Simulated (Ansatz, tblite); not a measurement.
# The cluster NaLi₄: one state, many levels

One table from this session's results is given with a row withheld; the runs are named, their logs left out.

Method: as each input shows; program: Ansatz 0.2.0, Gaussian basis.

The runs, in order: GFN1-xTB, GFN2-xTB, PBE/def2-TZVP, r2SCAN/def2-TZVP, r2SCANh/def2-TZVP, LC-ωPBE/def2-TZVP, CAM-B3LYP/def2-TZVP, ωB97M-V/def2-TZVP, ωB97X-V/def2-TZVP, PBE/def2-SVP, PBE0/def2-SVP, PBE0/def2-TZVPD, PBE/def2-TZVPD, r2SCAN/def2-TZVPD, CCSD(T)/def2-TZVPP, MP2/def2-TZVP, RPA/def2-TZVP, CCSD(T)/def2-TZVPD.

1 further run of the same task is left out (set aside as unsound or not needed). Runs told in other sessions of the task aren't counted.

### The structure

The doublet was relaxed beforehand with r2SCAN/def2-TZVP. At that level it is the lowest of the isomers that a small search found.

5 atoms, charge 0, spin multiplicity 2.

Bond lengths: Li1–Li2 3.071 Å, Li1–Li4 2.946 Å, Li1–Na5 3.316 Å, Li2–Li3 3.050 Å, Li2–Li4 3.009 Å, Li3–Li4 2.780 Å, Li3–Na5 3.325 Å, Li4–Na5 3.235 Å. Angles: Li2–Li1–Li4 60.0°, Li2–Li1–Na5 113.6°, Li4–Li1–Na5 61.9°, Li1–Li2–Li3 60.6°, Li1–Li2–Li4 57.9°, Li3–Li2–Li4 54.6°, Li2–Li3–Li4 61.9°, Li2–Li3–Na5 113.9°, Li4–Li3–Na5 63.3°, Li1–Li4–Li2 62.1°, Li1–Li4–Li3 65.2°, Li1–Li4–Na5 64.7°, Li2–Li4–Li3 63.4°, Li2–Li4–Na5 117.7°, Li3–Li4–Na5 66.6°, Li1–Na5–Li3 55.4°, Li1–Na5–Li4 53.4°, Li3–Na5–Li4 50.1°.

PBE0/def2-TZVP was run before; its log isn't repeated, and its numbers join the tables.

Set-up of the first run:

Tight binding, by tblite at 300 K electronic temperature and without a spin-polarisation term:

```python
tblite.interface.Calculator('GFN1-xTB', numbers, positions, charge=0, uhf=1).singlepoint()
```

Tight binding, by tblite at 300 K electronic temperature and without a spin-polarisation term:

```python
tblite.interface.Calculator('GFN2-xTB', numbers, positions, charge=0, uhf=1).singlepoint()
```

start.molden holds the orbitals of an earlier run on this state, given as this run's starting guess.

The input, in.yaml:

```yaml
crystal:
  periodic: [false, false, false]
  atoms:
    - {symbol: Li, position_ang: [1.406646, -0.350964, -1.015593]}
    - {symbol: Li, position_ang: [1.653301, 0.697011, 1.860784]}
    - {symbol: Li, position_ang: [-0.733148, 1.538427, 0.158172]}
    - {symbol: Li, position_ang: [-0.599247, -1.105810, 1.005479]}
    - {symbol: Na, position_ang: [-1.727552, -0.778655, -2.008832]}
basis:
  gaussian: {orbitals: def2-TZVP, initial_orbitals: start.molden}
magnetization: {spin_polarized: true, initial_magnetization: 1}
hamiltonian: {xc: pbe}
scf: {omitted_lower_state_checks: [starts]}
output: {forces: true, orbitals: {seedname: orbitals}}
```

Run with:

```console
$ ansatz run in.yaml --threads 4 --pin off --events-out ev --progress --plain --max-ram 3916MiB
```

Steps of the session up to this table: PBE/def2-TZVP; r2SCAN/def2-TZVP; r2SCANh/def2-TZVP; LC-ωPBE/def2-TZVP; CAM-B3LYP/def2-TZVP; ωB97M-V/def2-TZVP; ωB97X-V/def2-TZVP; PBE/def2-SVP; PBE0/def2-SVP; PBE0/def2-TZVPD; PBE/def2-TZVPD; r2SCAN/def2-TZVPD; CCSD(T)/def2-TZVPP; MP2/def2-TZVP; RPA/def2-TZVP; CCSD(T)/def2-TZVPD.

One of the session's tables, all rows but one given; the rest of the session is left out.

It belongs to the step «Levels side by side». 

```
              level  HOMO (eV)  LUMO (eV)  gap (eV)
       PBE/def2-SVP      -2.63      -2.31      0.32
      PBE/def2-TZVP      -2.68      -2.36      0.31
     PBE/def2-TZVPD          ?          ?         ?
   r2SCAN/def2-TZVP      -2.78      -2.03      0.76
  r2SCAN/def2-TZVPD      -2.78      -2.03      0.75
  r2SCANh/def2-TZVP      -2.95      -1.86      1.10
      PBE0/def2-SVP      -3.07      -1.77      1.30
     PBE0/def2-TZVP      -3.13      -1.82      1.32
    PBE0/def2-TZVPD      -3.14      -1.83      1.31
CAM-B3LYP/def2-TZVP      -3.68      -0.98      2.70
  LC-ωPBE/def2-TZVP      -4.55      -0.33      4.22
  ωB97X-V/def2-TZVP      -4.24      -0.35      3.89
  ωB97M-V/def2-TZVP      -3.93      -0.62      3.31
```

Estimate the missing values for PBE/def2-TZVPD.

**Answer.** HOMO (eV): -2.68; LUMO (eV): -2.37; gap (eV): 0.31.

To keep in mind: Doubts: large T1 diagnostic, spin contamination. Notes on CCSD(T)/def2-TZVPP: large T1 diagnostic, spin contamination.
